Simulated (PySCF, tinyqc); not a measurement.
Inside a calculation. Method: harmonic frequencies on the B3LYP (VWN-RPA form)/sto-3g surface (energies and gradients from PySCF), for CH2, spin multiplicity 1. The lowest restricted solution is unstable here: a spin-polarised one lies 0.0128 hartree lower (PySCF). Computed by tinyqc, a small Python program that keeps every step (integrals from PySCF). Settings: charge = 0, multiplicity = 1, basis = sto-3g, functional = b3lyp, delta = 0.002. Command: `OMP_NUM_THREADS=1 python tinyqc.py 28467 28468 out.jsonl` (the two numbers bound the seeds that draw the settings). One thread of a shared host (Intel(R) Xeon(R) Processor @ 2.60GHz), about 10 s of CPU time with the checks.

## One row of the Hessian: 3Hy

optimised positions (bohr):
```
,x,y,z
1C,-0.027505,0.083022,-0.217476
2H,-0.122860,1.661248,1.284425
3H,0.033225,-1.602538,1.164839
```

gradient at +delta (hartree/bohr):
```
,x,y,z
1C,0.00001591,-0.00040709,0.00020863
2H,0.00000121,-0.00005962,0.00006201
3H,-0.00001850,0.00046630,-0.00027188
```

gradient at -delta (hartree/bohr):
```
,x,y,z
1C,-0.00001681,0.00040558,-0.00020854
2H,-0.00000266,0.00005843,-0.00006243
3H,0.00001807,-0.00046441,0.00026970
```

Displace 3Hy by +/-0.002 bohr; H(k, :) = (g(+) - g(-)) / (2 delta).

row of the Hessian (hartree/bohr^2): 1Cx 0.00817969, 1Cy -0.20316800, 1Cz 0.10429203, 2Hx 0.00096821, 2Hy -0.02951095, 2Hz 0.03110979, 3Hx -0.00914346, 3Hy 0.23267699, 3Hz -0.13539652

## Hessian by finite differences

All rows are made in the same way, and the matrix is symmetrised.

Hessian (symmetrised) (hartree/bohr^2):
```
,1Cx,1Cy,1Cz,2Hx,2Hy,2Hz,3Hx,3Hy,3Hz
1Cx,0.00092754,-0.01827566,-0.00478655,-0.00062508,0.01009468,0.01058155,-0.00030788,0.00817748,-0.00579546
1Cy,-0.01827566,0.38583024,0.00137221,0.01099421,-0.18266235,-0.17081403,0.00728050,-0.20316703,0.16944225
1Cz,-0.00478655,0.00137221,0.34310693,0.00750067,-0.10565805,-0.18164388,-0.00271318,0.10428856,-0.16146078
2Hx,-0.00062508,0.01099421,0.00750067,0.00069501,-0.01196125,-0.00897074,-0.00006476,0.00096821,0.00146838
2Hy,0.01009468,-0.18266235,-0.10565805,-0.01196125,0.21217323,0.13970226,0.00186529,-0.02951085,-0.03404730
2Hz,0.01058155,-0.17081403,-0.18164388,-0.00897074,0.13970226,0.17127282,-0.00161476,0.03110912,0.01037255
3Hx,-0.00030788,0.00728050,-0.00271318,-0.00006476,0.00186529,-0.00161476,0.00037290,-0.00914347,0.00433009
3Hy,0.00817748,-0.20316703,0.10428856,0.00096821,-0.02951085,0.03110912,-0.00914347,0.23267699,-0.13539502
3Hz,-0.00579546,0.16944225,-0.16146078,0.00146838,-0.03404730,0.01037255,0.00433009,-0.13539502,0.15108448
```

## Normal modes

masses (u): 1C 12.000000, 2H 1.007825, 3H 2.014102

Diagonalise H_ij / sqrt(m_i m_j); the 6 smallest eigenvalues belong to translations and rotations; wavenumber = sqrt(eigenvalue / 1822.888) x 219474.63; each mode has its largest component positive (the first on a tie); zero-point energy = sum of wavenumbers / 2, with 349.755 1/cm per kcal/mol. A mass of 2.014 u marks deuterium.

eigenvalues of the mass-weighted Hessian (hartree/(bohr^2 u)): -0.000002  0.000000  0.000000  0.000000  0.000001  0.000006  0.083871  0.190775  0.358052

harmonic wavenumbers of the vibrations (1/cm): 1488.7  2245.3  3075.9

mass-weighted modes:
```
,mode 1,mode 2,mode 3
1Cx,0.004105,0.009717,0.012740
1Cy,0.008415,-0.273964,-0.223140
1Cz,-0.327041,0.235867,-0.158616
2Hx,0.017931,0.005001,-0.042686
2Hy,-0.539708,-0.098843,0.717313
2Hz,0.550738,-0.023554,0.635049
3Hx,-0.022705,-0.027255,-0.000908
3Hy,0.361220,0.738636,0.037246
3Hz,0.408708,-0.559053,-0.062057
```

zero-point energy = 9.735242 kcal/mol
